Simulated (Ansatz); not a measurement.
Computed with frozen-core CCSD(T)/cc-pVTZ // PBE0-D4/def2-TZVP run with Ansatz (a first-principles code).

Ansatz 0.2 input:
```yaml
crystal:
  periodic: [false, false, false]
  atoms:
    - { symbol: N, position_ang: [0.544755, -0.000003, -0.000002] }
    - { symbol: N, position_ang: [-0.544755, 0.000003, 0.000002] }
basis:
  gaussian: { orbitals: cc-pVTZ }
correlation:
  method: ccsd_t
```

Output:

```
Functional definition: HF
365 factors; integrals over basis functions are off by at most 9.2e-4 eV
mean field evaluation 1: about -2965.3312 eV, gradient 1.1e1 eV
mean field evaluation 2: about -2965.3385 eV, gradient 1.1e1 eV
mean field evaluation 4: about -2965.6290 eV, gradient 3.8e-1 eV
mean field evaluation 8: about -2965.6294 eV, gradient 1.3e-4 eV
mean field evaluation 16: about -2965.6294 eV, gradient 7.6e-7 eV
mean field -2965.62942772 eV, -108.9848712928 hartree, gradient 7.6e-7 eV, S^2 0.000000; 0 other end points of the search recorded, 0 dependent functions left out
2 core orbitals not correlated
reference -2965.62942772 eV, -108.9848712928 hartree; 5, 5 occupied and 53, 53 virtual orbitals, 365 factors
second order -10.10816897 eV of doubles, -0.00000000 eV of singles
cycle   1  -9.66145141 eV  change    4.5e-1 eV  update   8.0e-2
cycle   2  -10.01192976 eV  change   -3.5e-1 eV  update   2.4e-2
cycle   3  -10.07168846 eV  change   -6.0e-2 eV  update   9.4e-3
cycle   4  -10.07545687 eV  change   -3.8e-3 eV  update   2.2e-3
cycle   5  -10.07743187 eV  change   -2.0e-3 eV  update   5.4e-4
cycle   6  -10.07745599 eV  change   -2.4e-5 eV  update   1.1e-4
cycle   7  -10.07753643 eV  change   -8.0e-5 eV  update   2.2e-5
cycle   8  -10.07752600 eV  change    1.0e-5 eV  update   3.7e-6
perturbative correction -0.49456871 eV, -0.0181750648 hartree
Total energy: -2976.20152243 eV, -109.3733886073 hartree
```

Cost: roughly 0.9 core-seconds.
